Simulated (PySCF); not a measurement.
# Structure from 2D NMR

Compound of formula C₄H₄F₂. Correlations simulated from computed shifts and couplings:

HSQC (one-bond C–H):
```
  δH     δC  1J(C,H) (Hz)
5.75  117.6           192
2.55   27.6           138
1.99   78.4           275
```

COSY cross peaks (|J| ≥ 2 Hz):
```
  δH    δH  abs. J (Hz)  bonds
5.75  2.55          4.5      3
2.55  1.99          4.2      4
```

HMBC (two and three bonds, |J| ≥ 2.5 Hz):
```
  δH                     δC [abs. J in Hz]
5.75                            27.6 [6.9]
2.55  117.6 [7.2], 79.1 [11.3], 78.4 [5.2]
1.99               79.1 [53.1], 27.6 [4.0]
```

Carbons without hydrogens: δ 79.1.

A single conformation, rapidly exchanging positions averaged, non-relativistic Hamiltonian, no solvent. Spin–spin couplings from B3LYP/pcJ-1 (spin–dipole term only in couplings to heteroatoms); structure optimised with PBE0-D3(BJ)/def2-SVP; GIAO PBE0/pcSseg-1 shieldings; PySCF 2.14.

δ = σ(ref) − σ, references computed at the same level: 1H and 13C against TMS.

Exchangeable hydrogens are left out of these lists, and C,H couplings along chains are those of one rotamer, so weak HMBC peaks may be missing or extra.

Which molecule is this?

Answers

SMILES FC(CC#C)F.

Atoms are numbered as in `[CH:1]#[C:2][CH2:3][CH:4]([F:5])[F:6]`. Hydrogens are named by the atom that carries them.

1. δC 117.6 is C4, an sp3 CH bonded to 2 F (δH 5.75).
2. δC 79.1 is C2, an alkyne carbon.
3. δC 78.4 is C1, a terminal alkyne carbon (δH 1.99).
4. δC 27.6 is C3, a propargylic sp3 CH2 (δH 2.55).
5. HMBC from δH 2.55 reaches the proton-free carbon C2.
6. HMBC from δH 1.99 reaches the proton-free carbon C2.
7. COSY links 5.75–2.55, 2.55–1.99.

The data come from this structure; uniqueness wasn't tested.

Common functionals overestimate the size of one-bond C–F couplings by tens of Hz; these are unscaled. Unscaled 3J(H,H) at this level run about 10 % above measured values. Shifts are as computed. Against solution values, carbons near 30 ppm lie about +2 ppm off and those near 130 ppm about +5 ppm. Of 1211 compounds with measured shifts, 218 miss one by over three times the rms of a fit or turn the order of signals round; such compounds aren't used in these exercises. Vicinal H,H couplings across rotating CH2–CH2 and CH–CH2 bonds are estimated from the computed gauche and anti values for equal rotamer populations, (2 J gauche + J anti)/3. Only one conformer was computed, so three-bond couplings in flexible chains and rings are approximate.
